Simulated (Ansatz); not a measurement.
Two shapes of doublet CHO.

Shape 1:

```xyz
3

C     0.0278    0.5251   -0.3122
H    -0.0466    1.5053    0.2106
O    -0.0151   -0.5725    0.2627
```

Shape 2:

```xyz
3

C     0.0000    0.4471   -0.3001
H     0.0000    1.3738    0.1812
O     0.0000   -0.5071    0.2024
```

Basis set: cc-pVDZ (spherical functions). Frozen core: 2 orbitals. Charge 0, multiplicity 2.

Computed with Ansatz (development build ahead of 0.2.0); each method stands on the lowest determinant of its kind that the runs found.

(1) Which shape is lower in energy, and by how much in each method?

Results:

(1)

```csv
method,E(2) − E(1) (eV)
UHF,0.213
UHF-MP2,0.789
```

Shape 1 is lower.
